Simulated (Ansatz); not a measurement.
Coupled-cluster run, C4H6ClF, SMILES `C/C(F)=C(/C)Cl`.

```yaml
crystal:
  periodic: [false, false, false]
  atoms:
    - {symbol: C, position_ang: [-0.688555, -0.907442, 1.601759]}
    - {symbol: C, position_ang: [-0.089905, -0.572549, 0.294486]}
    - {symbol: F, position_ang: [0.315408, -1.671224, -0.378609]}
    - {symbol: C, position_ang: [0.100366, 0.605653, -0.291486]}
    - {symbol: C, position_ang: [0.720672, 0.818994, -1.624106]}
    - {symbol: Cl, position_ang: [-0.399206, 2.049478, 0.525364]}
    - {symbol: H, position_ang: [0.040122, -1.437980, 2.221197]}
    - {symbol: H, position_ang: [-1.546133, -1.571199, 1.460263]}
    - {symbol: H, position_ang: [-1.014457, -0.011848, 2.124725]}
    - {symbol: H, position_ang: [1.609606, 1.449133, -1.536630]}
    - {symbol: H, position_ang: [0.022945, 1.327353, -2.294696]}
    - {symbol: H, position_ang: [1.006037, -0.133470, -2.068467]}
basis:
  gaussian: {orbitals: def2-TZVPP}
correlation: {method: ccsd_t}
```

```sh
$ ansatz run in.yaml --threads 4 --pin off --events-out ev --progress --plain --max-ram 10444MiB
```

Output of Ansatz, abridged:

```
Functional definition: HF
1687 factors; integrals over basis functions are off by at most 8.9e-4 eV
mean field evaluation 1: about -19425.4223 eV, gradient 3.4e1 eV
mean field evaluation 2: about -19425.7387 eV, gradient 3.4e1 eV
mean field evaluation 4: about -19428.8117 eV, gradient 4.2e0 eV
mean field evaluation 8: about -19428.8628 eV, gradient 2.8e-1 eV
mean field -19428.86315254 eV, -713.9975514994 hartree, gradient 2.3e-6 eV, S^2 0.000000; 0 other end points of the search recorded, 0 dependent functions left out
10 core orbitals not correlated: weight in the atoms' cores, before any rotation towards them, 1.000 or more for the frozen orbitals, at most 0.000 for the correlated occupied ones
reference -19428.86315254 eV, -713.9975514994 hartree; 18, 18 occupied and 253, 253 virtual orbitals, 1687 factors
second order -30.05632596 eV of doubles, -0.00000000 eV of singles
cycle   1  -30.48395044 eV  change   -4.3e-1 eV  update   1.1e-1
cycle   2  -31.16838569 eV  change   -6.8e-1 eV  update   3.5e-2
cycle   3  -31.33118423 eV  change   -1.6e-1 eV  update   1.7e-2
cycle   4  -31.32350702 eV  change    7.7e-3 eV  update   4.1e-3
cycle   5  -31.32185412 eV  change    1.7e-3 eV  update   1.6e-3
cycle   6  -31.32286268 eV  change   -1.0e-3 eV  update   4.7e-4
cycle   7  -31.32273701 eV  change    1.3e-4 eV  update   1.5e-4
cycle   8  -31.32268301 eV  change    5.4e-5 eV  update   5.0e-5
cycle   9  -31.32269595 eV  change   -1.3e-5 eV  update   1.9e-5
perturbative correction -1.30539726 eV, -0.0479724645 hartree
Total energy: -19461.49124575 eV, -715.1966118087 hartree
```

Run time 6.3 min (4 threads of an Arm Neoverse V1 on a shared host); peak host memory 8.5 GiB.

Correlation energy per correlated electron: -0.906 eV. T1 diagnostic: 0.0107.
